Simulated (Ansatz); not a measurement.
[OH···H···Br], doublet: reading a ladder of total energies

Geometry: a point of a hydrogen-transfer path between rigid fragments, not a stationary point.

```yaml
atoms:
  - { symbol: O, position_ang: [-0.9902, -0.2316, 0.0000] }
  - { symbol: H, position_ang: [-1.2395, 0.6949, 0.0000] }
  - { symbol: H, position_ang: [0.0648, -0.2316, 0.0000] }
  - { symbol: Br, position_ang: [2.1648, -0.2316, 0.0000] }
```

Basis cc-pVDZ; Ansatz 0.2.0. Only valence electrons are correlated (noble-gas cores and the filled d shells of p-block atoms frozen), which leaves 15 electrons in 36 orbitals. R marks a restricted (for open shells ROHF) determinant, U an unrestricted one. No spin–orbit coupling is included, and no scalar relativity.

Full CI isn't at hand for all of this; UCCSDT(Q) serves as the reference, and is uncertain by about the last step of the cluster series.

Runs differ by some tens of microhartree through their thresholds and, for an open shell, their frozen cores, so steps under 0.03 kcal/mol mean nothing.

| level | total energy (hartree) |
| --- | --- |
| UHF | -2648.375243 |
| UMP2 | -2648.676668 |
| UCCSD | -2648.699628 |
| UCCSD(T) | -2648.704267 |
| UCCSDT | -2648.704637 |
| UCCSDT(Q) | -2648.705348 |

Question: What is the correlation energy at UCCSDT(Q), and what share of it do UMP2 and UCCSD recover?

Answer: E(corr) = -2648.705348 − (-2648.375243) = -0.330105 hartree = -8.983 eV. UMP2: -0.301425 / -0.330105 = 91.31 %. UCCSD: -0.324385 / -0.330105 = 98.27 %.

Question: By how many kcal/mol does UCCSD(T) miss UCCSDT(Q) (1 hartree = 627.509 kcal/mol), and which steps make up the rest?

Answer: -2648.704267 − (-2648.705348) = 0.001081 hartree = 0.68 kcal/mol. Steps: UCCSDT − UCCSD(T) = -0.23, UCCSDT(Q) − UCCSDT = -0.45 kcal/mol. That is within 1 kcal/mol of the reference in this basis, which itself misses far more of the correlation at the basis-set limit.
